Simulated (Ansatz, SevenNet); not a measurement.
For hexagonal BN, the machine-learned potential SevenNet-l3i5 (trained on PBE and PBE+U data) gives:

| Property | Result |
|---|---|
| lattice parameter a | 2.512 Å |
| lattice parameter c | 8.171 Å |
| elastic constant C11 | 651 GPa |
| elastic constant C44 | 0.76 GPa |
| polycrystal shear modulus | 60.2 GPa |

Problem. What does r²SCAN-D4 in Ansatz (plane waves, PAW) give for the same quantities?

Solution. 
- lattice constant a: 2.499 Å (drops by 0.5 %)
- lattice parameter c: 6.602 Å (drops by 19 %)
- elastic constant C11: 921 GPa (rises by 41 %)
- elastic constant C44: 5.48 GPa (goes up by 620 %)
- Voigt–Reuss–Hill shear modulus: 99.0 GPa (grows by 64 %)

For comparison: lattice constant a 2.504 Å (measured, 297 K, not corrected to a static lattice; as tabulated in Ioffe Institute, New Semiconductor Materials archive); lattice parameter c 6.661 Å (measured, 297 K, no zero-point or thermal correction; as tabulated in Ioffe Institute, New Semiconductor Materials archive); elastic constant C11 811 GPa (measured, room temperature, no zero-point or thermal correction; as tabulated in Bosak et al., Phys. Rev. B 73, 041402 (2006)); elastic constant C44 7.7 GPa (measured, room temperature, not corrected to a static lattice; as tabulated in Bosak et al., Phys. Rev. B 73, 041402 (2006)).

Changes are worked out from the printed values.

Unless a cell is named, each level is at its own relaxed cell (SevenNet-l3i5 11.16, r²SCAN-D4 8.92 Å³/atom).

Caveats: the dispersion coefficients are held fixed in the derivatives (r²SCAN-D4). Ansatz's density-functional and Hartree–Fock values are scalar-relativistic unless marked +SOC, with PAW data made under PBE.

Ansatz is a quantum-chemistry and plane-wave program.
